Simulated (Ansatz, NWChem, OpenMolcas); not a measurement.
## How basis sets differ on C2H6O (ethanol)

C2H6O: 9 atoms, total charge 0, spin state singlet. SMILES: `CCO`. Geometry: relaxed at PBE0-D4/def2-TZVP. This is one conformer, not always the lowest.

Each level gives the atomisation enthalpy at 298 K (kJ/mol). The values are calculated. The thermal term (zero-point and 298 K enthalpy, harmonic and unscaled) is that of PBE0-D4/def2-TZVP; the spin-orbit lowering of the free atoms at 298 K, 0.4 kJ/mol by their spectra, is taken off.

**The experiment to reproduce.** Active Thermochemical Tables gives the atomisation enthalpy at 298 K of the gas as 3226 kJ/mol.

| level | kind | program | value (kJ/mol) | computed − measured | CPU time (all runs) |
| --- | --- | --- | --- | --- | --- |
| B3LYP/3-21G | global hybrid | NWChem | 3112 | -114 | 4.6 s |
| B3LYP/6-31G** (spherical functions) | global hybrid | NWChem | 3226 | 0 | 8.4 s |
| B3LYP/STO-3G | global hybrid | NWChem | 3707 | +481 | 3.8 s |
| B3LYP/6-31G | global hybrid | NWChem | 3091 | -135 | 5.4 s |
| B3LYP/6-31G* (spherical functions) | global hybrid | OpenMolcas | 3194 | -32 | 32 s |
| B3LYP/6-31G* (Cartesian functions) | global hybrid | OpenMolcas | 3190 | -36 | 34 s |
| B3LYP/cc-pVDZ | global hybrid | Ansatz | 3148 | -78 | 4.9 s |
| B3LYP/6-311G** | global hybrid | NWChem | 3187 | -39 | 11 s |
| B3LYP/6-311G(2df,2pd) | global hybrid | NWChem | 3211 | -15 | 51 s |

Nearest: B3LYP/6-31G** (spherical functions) (0 kJ/mol); farthest: B3LYP/STO-3G (+481 kJ/mol). Without the sets that lack polarisation functions the rows with a basis span only 3148 to 3226 kJ/mol. CPU times are rough (shared hosts, several kinds of processor): they show what a rung costs within a factor of a few.
